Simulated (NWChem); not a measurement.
chloroform (CHCl₃); SMILES ClC(Cl)Cl

Program: NWChem. Pople sets run with spherical d functions. Each level has its own optimisation; frequencies are unscaled.

| level | basis functions | r C–Cl (Å) | r C–H (Å) | highest harmonic frequency (cm⁻¹) | lowest (cm⁻¹) | zero-point energy (kcal/mol) | dipole (D) | relative time |
|---|---|---|---|---|---|---|---|---|
| PBE/STO-3G | 33 | 1.844 | 1.119 | 3293 | 239 | 12.7 | 1.52 | 1 |
| PBE/3-21G | 50 | 1.858 | 1.092 | 3163 | 234 | 11.7 | 1.54 | 2 |
| PBE/6-31G* | 70 | 1.789 | 1.096 | 3117 | 255 | 12.2 | 1.24 | 5 |
| PBE/6-31+G* | 86 | 1.790 | 1.096 | 3115 | 254 | 12.1 | 1.21 | 7 |
| PBE/6-311G** | 102 | 1.788 | 1.092 | 3107 | 257 | 12.1 | 1.20 | 8 |

Times are rough ratios from one shared machine.
